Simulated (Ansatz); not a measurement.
# BFHNa (SMILES F[BH][Na]): one structure at several levels

Aim: energy, forces and dipole at a structure displaced at random from a GFN2-xTB minimum, from CCSD(T) and from density functionals.

Program: Ansatz 0.2.0, Gaussian basis. Level of theory: single points in def2-TZVPP. These are calculated values, not measurements.

Cores are frozen in the correlated methods. The outer core shell of Li, Na, Mg and K is correlated. B3LYP uses VWN-RPA correlation.

## 1. The system as given

SMILES `F[BH][Na]`, 4 atoms, charge 0, spin multiplicity 1.

Atoms are counted from 1 here; the program's logs count them from 0.

Bond lengths: F1–B2 1.372 Å, B2–Na3 2.368 Å, B2–H4 1.274 Å. Angles: F1–B2–Na3 105.3°, F1–B2–H4 106.5°, Na3–B2–H4 148.3°.

Geometry (Å):

```xyz
4
BFHNa
F    -0.0884    0.8860   -0.9432
B    -0.2696    0.0089    0.0962
Na    1.8369   -1.0246    0.4150
H    -1.4888    0.1152    0.4499
```

## 2. CCSD(T)/def2-TZVPP

The input, run/in.yaml:

```yaml
crystal:
  periodic: [false, false, false]
  atoms:
    - {symbol: F, position_ang: [-0.088400, 0.886000, -0.943200]}
    - {symbol: B, position_ang: [-0.269600, 0.008900, 0.096200]}
    - {symbol: Na, position_ang: [1.836900, -1.024600, 0.415000]}
    - {symbol: H, position_ang: [-1.488800, 0.115200, 0.449900]}
basis:
  gaussian: {orbitals: def2-TZVPP}
correlation: {method: ccsd_t}
output: {forces: true}
```

No record of the launch command was kept for these runs.

## 3. PBE0-D4/def2-TZVPP

run/in.yaml, as its differences from that of step 2:

```diff
@@ -9,3 +9,3 @@
   gaussian: {orbitals: def2-TZVPP}
-correlation: {method: ccsd_t}
-output: {forces: true}
+hamiltonian: {xc: pbe0, dispersion: d4}
+output: {forces: true, orbitals: {seedname: orbitals}}
```

## 4. wB97M-V/def2-TZVPP

run/in.yaml, as its differences from that of step 3:

```diff
@@ -9,3 +9,3 @@
   gaussian: {orbitals: def2-TZVPP}
-hamiltonian: {xc: pbe0, dispersion: d4}
-output: {forces: true, orbitals: {seedname: orbitals}}
+hamiltonian: {xc: {name: wB97M-V}}
+output: {forces: true}
```

## 5. r2SCAN-D4/def2-TZVPP

run/in.yaml, as its differences from that of step 4:

```diff
@@ -9,3 +9,3 @@
   gaussian: {orbitals: def2-TZVPP}
-hamiltonian: {xc: {name: wB97M-V}}
+hamiltonian: {xc: r2scan, dispersion: d4}
 output: {forces: true}
```

## 6. PBE-D4/def2-TZVPP

run/in.yaml, as its differences from that of step 5:

```diff
@@ -9,3 +9,3 @@
   gaussian: {orbitals: def2-TZVPP}
-hamiltonian: {xc: r2scan, dispersion: d4}
+hamiltonian: {xc: pbe, dispersion: d4}
 output: {forces: true}
```

## 7. CAM-B3LYP-D4/def2-TZVPP

run/in.yaml, as its differences from that of step 6:

```diff
@@ -9,3 +9,3 @@
   gaussian: {orbitals: def2-TZVPP}
-hamiltonian: {xc: pbe, dispersion: d4}
+hamiltonian: {xc: {name: CAM-B3LYP}, dispersion: d4}
 output: {forces: true}
```

## 8. B3LYP-D4/def2-TZVPP

run/in.yaml, as its differences from that of step 7:

```diff
@@ -9,3 +9,3 @@
   gaussian: {orbitals: def2-TZVPP}
-hamiltonian: {xc: {name: CAM-B3LYP}, dispersion: d4}
+hamiltonian: {xc: {name: B3LYP}, dispersion: d4}
 output: {forces: true}
```

(Steps that only read results are left out.)

**Question.** What will these runs give? Wanted: energy less free atoms, CCSD(T)/def2-TZVPP; RMS force component; RMS force error; HOMO and LUMO, PBE0-D4; T1 diagnostic.

**Answer**, as computed:

| quantity | value |
| --- | --- |
| energy less free atoms, CCSD(T)/def2-TZVPP | -11.132 eV |
| RMS force component | 0.530 to 0.622 eV/Å over the methods |
| RMS force error | PBE0-D4 0.152, wB97M-V 0.050, r2SCAN-D4 0.086, PBE-D4 0.084, CAM-B3LYP-D4 0.133, B3LYP-D4 0.102 eV/Å |
| HOMO and LUMO, PBE0-D4 | -4.68 and -1.28 eV |
| T1 diagnostic | 0.013 |

In words: Against CCSD(T) the functionals' energies less atoms differ by -0.702 to -0.276 eV, PBE-D4 by -0.702 eV. The reference is not at the basis limit: in triple zeta CCSD(T) underbinds, which counts against methods that bind more; the gaps are no ranking. For forces wB97M-V does best and PBE0-D4 worst. Frozen-core CCSD(T) forces in triple zeta carry basis errors of their own, and this is one geometry, so small gaps rank nothing. The restricted Hartree–Fock reference is unstable towards an unrestricted one at one or more of these structures.
